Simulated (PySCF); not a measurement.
**Electric field gradients and quadrupole coupling constants**

AlH (singlet state).
Structure used (PBE0-D3(BJ)/def2-TZVP), in Å, numbered top down from 1:
```
atom  x, y, z in Å
Al1    0.8277   -0.0436    0.0063
H2    -0.8374    0.0065   -0.0154
```

Field gradients from the PBE0/pcSseg-2 density (PySCF, non-relativistic), principal values in atomic units, ordered |Vxx| ≤ |Vyy| ≤ |Vzz|:

| atom | Vxx | Vyy | Vzz |
| --- | --- | --- | --- |
| Al1 | 0.7525 | 0.7525 | -1.5050 |

Task: Find the asymmetry η = (Vxx − Vyy)/Vzz and the couplings χ = eQV/h (234.96 MHz × Q in barn × V in au), with Q(27Al) = 0.1466 b.

Result: 
| atom | environment | nucleus | η | χzz (MHz) | χxx (MHz) | χyy (MHz) |
| --- | --- | --- | --- | --- | --- | --- |
| Al1 | aluminium bonded to H | 27Al | 0.00 | -51.84 | 25.92 | 25.92 |

The gradient is axial or nearly so (η below 0.05) at Al1. The tensor is traceless: Vxx + Vyy + Vzz = 0.

Task: What is Vzz at Al1 in SI units (1 au = 9.71736 × 10²¹ V/m²)?

Result: -1.5050 au = -14.625 × 10²¹ V/m².

Isolated species at its PBE0-D3(BJ)/def2-TZVP geometry, gas phase.
